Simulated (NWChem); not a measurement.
System: C$_{2}$H$_{3}$F; SMILES C=CF

Input file for NWChem:

```
start job
memory heap 200 mb stack 900 mb global 1100 mb
geometry units angstroms noautoz
  C     -0.236674     1.168760     0.000000
  C      0.424893     0.019725     0.000000
  F     -0.184020    -1.161365     0.000000
  H     -1.328429     1.191023     0.000000
  H      0.316275     2.108353     0.000000
  H      1.515840    -0.075106     0.000000
end
basis spherical
  * library def2-svp
end
dft
  xc xwpbe 1.00 cpbe96 1.0 hfexch 1.00
  cam 0.15 cam_alpha 0.0 cam_beta 1.0
  iterations 150
  vectors input atomic output neutral.movecs
end
task dft energy
charge 1
dft
  odft
  mult 2
  vectors input atomic output cation.movecs
end
task dft energy
```

The geometry was optimised at PBE0/def2-SVP.

Ions are spin-unrestricted doublets at the neutral geometry; other ion states weren't tried. Functional: LC-ωPBE (HJS hole) with def2-SVP; the question gives the range parameter ω in 1/bohr.

Task: What results follow from this input? (LC-wPBE (HJS exchange hole, range parameter 0.15 per bohr)/def2-SVP, vertical spin-unrestricted ions.) Quantities: vertical ionisation energy, ΔSCF (eV); −ε(HOMO) (eV).

Result: 
| Item | Result |
|---|---|
| vertical ionisation energy, ΔSCF (eV) | 10.30 |
| −ε(HOMO) (eV) | 8.39 |
